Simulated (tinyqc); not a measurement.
UKS/B3LYP (VWN-RPA form) in the sto-6g basis, for LiH+, spin multiplicity 2, step by step. One step of it, computed by the program tinyqc.

Task: Iteration 1: building the Kohn-Sham matrix. J_ij = sum D_kl (ij|kl) with D = D(alpha) + D(beta), K_ij = sum D_kl (ik|jl) for each spin; F = H + J - 0.2 K(s) + V_xc; E = tr D H + tr D J / 2 - 0.1 sum_s tr D(s) K(s) + E_xc + E_nn.

D(alpha) at the start, order 1Li 1s, 1Li 2s, 1Li 2px, 1Li 2py, 1Li 2pz, 2H 1s:
```
[[1.033435, -0.122132, 0.000000, 0.000000, -0.072932, -0.041146],
 [-0.122132, 0.418544, 0.000000, 0.000000, 0.346548, 0.221234],
 [0.000000, 0.000000, 0.000000, 0.000000, 0.000000, 0.000000],
 [0.000000, 0.000000, 0.000000, 0.000000, 0.000000, 0.000000],
 [-0.072932, 0.346548, 0.000000, 0.000000, 0.287732, 0.183839],
 [-0.041146, 0.221234, 0.000000, 0.000000, 0.183839, 0.117489]]
```

D(beta) at the start, order 1Li 1s, 1Li 2s, 1Li 2px, 1Li 2py, 1Li 2pz, 2H 1s:
```
[[1.015042, -0.034516, 0.000000, 0.000000, -0.000185, 0.005335],
 [-0.034516, 0.001174, 0.000000, 0.000000, 0.000006, -0.000181],
 [0.000000, 0.000000, 0.000000, 0.000000, 0.000000, 0.000000],
 [0.000000, 0.000000, 0.000000, 0.000000, 0.000000, 0.000000],
 [-0.000185, 0.000006, 0.000000, 0.000000, 0.000000, -0.000001],
 [0.005335, -0.000181, 0.000000, 0.000000, -0.000001, 0.000028]]
```

core Hamiltonian H = T + V (hartree), order 1Li 1s, 1Li 2s, 1Li 2px, 1Li 2py, 1Li 2pz, 2H 1s:
```
[[-4.663866, -0.989407, 0.000000, 0.000000, -0.007092, -0.041786],
 [-0.989407, -1.302453, 0.000000, 0.000000, -0.074051, -0.291648],
 [0.000000, 0.000000, -1.071219, 0.000000, 0.000000, 0.000000],
 [0.000000, 0.000000, 0.000000, -1.071219, 0.000000, 0.000000],
 [-0.007092, -0.074051, 0.000000, 0.000000, -1.124314, -0.415073],
 [-0.041786, -0.291648, 0.000000, 0.000000, -0.415073, -1.111391]]
```

Two-electron integrals (ij|kl) in chemists' order, unique and non-zero (hartree):
```
(11|11) 1.681247   (21|11) 0.242603   (21|21) 0.044507   (22|11) 0.397190
(22|21) 0.090279   (22|22) 0.290625   (31|31) 0.009437   (32|31) 0.014261
(32|32) 0.064236   (33|11) 0.397190   (33|21) 0.090279   (33|22) 0.290625
(33|33) 0.313125   (41|41) 0.009437   (42|41) 0.014261   (42|42) 0.064236
(43|43) 0.016875   (44|11) 0.397190   (44|21) 0.090279   (44|22) 0.290625
(44|33) 0.279374   (44|44) 0.313125   (51|51) 0.009437   (52|51) 0.014261
(52|52) 0.064236   (53|53) 0.016875   (54|54) 0.016875   (55|11) 0.397190
(55|21) 0.090279   (55|22) 0.290625   (55|33) 0.279374   (55|44) 0.279374
(55|55) 0.313125   (61|11) 0.009704   (61|21) 0.001762   (61|22) 0.003683
(61|33) 0.003629   (61|44) 0.003629   (61|51) 0.000237   (61|52) 0.000510
(61|55) 0.003791   (61|61) 0.000078   (62|11) 0.055235   (62|21) 0.012894
(62|22) 0.048678   (62|33) 0.045837   (62|44) 0.045837   (62|51) 0.001969
(62|52) 0.015181   (62|55) 0.054359   (62|61) 0.000637   (62|62) 0.018221
(63|31) 0.000673   (63|32) 0.003904   (63|53) 0.001811   (63|63) 0.000792
(64|41) 0.000673   (64|42) 0.003904   (64|54) 0.001811   (64|64) 0.000792
(65|11) 0.077773   (65|21) 0.018245   (65|22) 0.070399   (65|33) 0.065667
(65|44) 0.065667   (65|51) 0.003075   (65|52) 0.023772   (65|55) 0.079862
(65|61) 0.000920   (65|62) 0.028206   (65|65) 0.043858   (66|11) 0.213444
(66|21) 0.050307   (66|22) 0.206899   (66|33) 0.191060   (66|44) 0.191060
(66|51) 0.007071   (66|52) 0.070639   (66|55) 0.238579   (66|61) 0.002505
(66|62) 0.105937   (66|65) 0.167788   (66|66) 0.774999
```

nuclear repulsion = 0.64039195 hartree

V_xc(alpha) (hartree), order 1Li 1s, 1Li 2s, 1Li 2px, 1Li 2py, 1Li 2pz, 2H 1s:
```
[[-0.893383, -0.102771, 0.000000, 0.000000, -0.003218, -0.004459],
 [-0.102771, -0.137942, 0.000000, 0.000000, -0.044618, -0.040664],
 [0.000000, 0.000000, -0.131586, 0.000000, 0.000000, 0.000000],
 [0.000000, 0.000000, 0.000000, -0.131586, 0.000000, 0.000000],
 [-0.003218, -0.044618, 0.000000, 0.000000, -0.150635, -0.062084],
 [-0.004459, -0.040664, 0.000000, 0.000000, -0.062084, -0.269028]]
```

V_xc(beta) (hartree), order 1Li 1s, 1Li 2s, 1Li 2px, 1Li 2py, 1Li 2pz, 2H 1s:
```
[[-0.890538, -0.102711, 0.000000, 0.000000, -0.001615, -0.004254],
 [-0.102711, -0.117081, 0.000000, 0.000000, -0.017106, -0.022467],
 [0.000000, 0.000000, -0.116756, 0.000000, 0.000000, 0.000000],
 [0.000000, 0.000000, 0.000000, -0.116756, 0.000000, 0.000000],
 [-0.001615, -0.017106, 0.000000, 0.000000, -0.117619, -0.032946],
 [-0.004254, -0.022467, 0.000000, 0.000000, -0.032946, -0.116248]]
```

E_xc = sum of w rho eps_xc = -1.56506572 hartree

Give: Coulomb J; exchange K(alpha); exchange K(beta); F(alpha); F(beta); total energy of this density.

Result:

Coulomb J (hartree), order 1Li 1s, 1Li 2s, 1Li 2px, 1Li 2py, 1Li 2pz, 2H 1s:
```
[[3.726, 0.565, 0.000, 0.000, 0.011, 0.023],
 [0.565, 1.062, 0.000, 0.000, 0.066, 0.186],
 [0.000, 0.000, 1.054, 0.000, 0.000, 0.000],
 [0.000, 0.000, 0.000, 1.054, 0.000, 0.000],
 [0.011, 0.066, 0.000, 0.000, 1.079, 0.270],
 [0.023, 0.186, 0.000, 0.000, 0.270, 0.824]]
```

exchange K(alpha) (hartree), order 1Li 1s, 1Li 2s, 1Li 2px, 1Li 2py, 1Li 2pz, 2H 1s:
```
[[1.700, 0.241, 0.000, 0.000, 0.009, 0.015],
 [0.241, 0.192, 0.000, 0.000, 0.151, 0.134],
 [0.000, 0.000, 0.040, 0.000, 0.000, 0.000],
 [0.000, 0.000, 0.000, 0.040, 0.000, 0.000],
 [0.009, 0.151, 0.000, 0.000, 0.168, 0.149],
 [0.015, 0.134, 0.000, 0.000, 0.149, 0.239]]
```

exchange K(beta) (hartree), order 1Li 1s, 1Li 2s, 1Li 2px, 1Li 2py, 1Li 2pz, 2H 1s:
```
[[1.690, 0.231, 0.000, 0.000, 0.000, 0.009],
 [0.231, 0.039, 0.000, 0.000, 0.000, 0.002],
 [0.000, 0.000, 0.009, 0.000, 0.000, 0.000],
 [0.000, 0.000, 0.000, 0.009, 0.000, 0.000],
 [0.000, 0.000, 0.000, 0.000, 0.009, 0.000],
 [0.009, 0.002, 0.000, 0.000, 0.000, 0.000]]
```

F(alpha) (hartree), order 1Li 1s, 1Li 2s, 1Li 2px, 1Li 2py, 1Li 2pz, 2H 1s:
```
[[-2.171, -0.575, 0.000, 0.000, -0.001, -0.026],
 [-0.575, -0.416, 0.000, 0.000, -0.083, -0.173],
 [0.000, 0.000, -0.157, 0.000, 0.000, 0.000],
 [0.000, 0.000, 0.000, -0.157, 0.000, 0.000],
 [-0.001, -0.083, 0.000, 0.000, -0.230, -0.237],
 [-0.026, -0.173, 0.000, 0.000, -0.237, -0.604]]
```

F(beta) (hartree), order 1Li 1s, 1Li 2s, 1Li 2px, 1Li 2py, 1Li 2pz, 2H 1s:
```
[[-2.166, -0.573, 0.000, 0.000, 0.003, -0.025],
 [-0.573, -0.365, 0.000, 0.000, -0.025, -0.128],
 [0.000, 0.000, -0.135, 0.000, 0.000, 0.000],
 [0.000, 0.000, 0.000, -0.135, 0.000, 0.000],
 [0.003, -0.025, 0.000, 0.000, -0.165, -0.178],
 [-0.025, -0.128, 0.000, 0.000, -0.178, -0.403]]
```

total energy of this density = -7.60827 hartree

This density is the starting one.
